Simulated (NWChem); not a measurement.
# Na2; SMILES [Na][Na]

```xyz
2

Na     0.0000     0.0000    -1.5625
Na     0.0000     0.0000     1.5625
```
Atoms are numbered in this order, from 1.

Computed with NWChem. All runs use the structure optimised with PBE0/def2-SVP.

Problem. Predict the results for CAM-B3LYP/def2-TZVPD. Quantities: highest occupied level (eV); orbital gap (eV).

Solution. 
```json
{
  "highest occupied level (eV)": "-4.39",
  "orbital gap (eV)": "3.59"
}
```
